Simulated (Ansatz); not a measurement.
A made-up structure of C₂H₄N (charge +1), closed shell:

```xyz
7
angstrom
C 1.0364 -0.3332 0.6488
C 0.0128 -0.0043 0.0079
N -1.0319 0.3317 -0.6459
H -1.7850 -0.3406 -0.7917
H -1.1188 1.2742 -1.0261
H 1.0960 -0.2050 1.6993
H 1.8812 -0.7520 0.1645
```

It is relaxed with PBE-D4/def2-SVP and then PBE0-D4/def2-TZVP (Ansatz 0.2.0). Atoms count as bonded within 1.22 times the sum of their covalent radii (H–H: 0.88 Å). The end point is not checked to be a true minimum.

**Question.** Does its bonding change? (A judgement: the text doesn't fix the answer.)

**Answer.** The calculation gives: No: no bond forms or breaks.

Where it ends: The first stage lowers the energy by 0.17 eV in 4 steps. It ends as C₂H₄N ([CH2][C][NH2]), total charge +1:
```
atom    x (Å)    y (Å)    z (Å)
  C1   1.0448  -0.3359   0.6541
  C2   0.0002   0.0000   0.0001
  N3  -1.0234   0.3290  -0.6407
  H4  -1.7872  -0.3282  -0.7971
  H5  -1.1298   1.2659  -1.0289
  H6   1.0849  -0.1957   1.7328
  H7   1.9012  -0.7644   0.1366
```

Labels in which every atom is bracketed show which atoms are joined, not bond orders.

For scale, one of the runs: PBE0-D4/def2-TZVP relaxation, 117 basis functions, launched by `ansatz run in.yaml --threads 2 --pin off --events-out ev --progress --plain --max-ram 4352MiB`. Hardware: 2 CPU threads of an Arm Neoverse V1, shared host. Wall time about 11 s.
